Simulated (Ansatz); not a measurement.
Basis-set extrapolation for C₂H₅NO₂ (`NC1OCO1`) (PBE0-D4/def2-TZVP geometry, frozen core, the Gaussian-basis code of Ansatz). Multiplicity 1, RHF reference.

|  | def2-TZVPP | def2-QZVPP |
| --- | --- | --- |
| HF | -282.900045 | -282.913091 |
| MP2 correlation | -1.006520 | -1.080717 |
| CCSD(T) correlation | -1.069750 | not run |

Energies in hartree. Use E(X) = E(∞) + A·exp(−7.88·√X) for Hartree–Fock and E(X) = E(∞) + B·X^(−2.97) for correlation, with X = 3 and 4, and add CCSD(T) minus MP2 of the smaller set to the MP2 limit.

Problem. What is the CCSD(T) energy at the basis-set limit?

Solution. HF limit: -282.913091 + (-0.013046) × 0.13774 = -282.91489. MP2 limit: -1.080717 + (-0.074197) × 0.74074 = -1.13568. Higher-order term: -1.069750 − (-1.006520) = -0.06323. Total: -284.11380 hartree, 378.1 kJ/mol below CCSD(T)/def2-TZVPP.
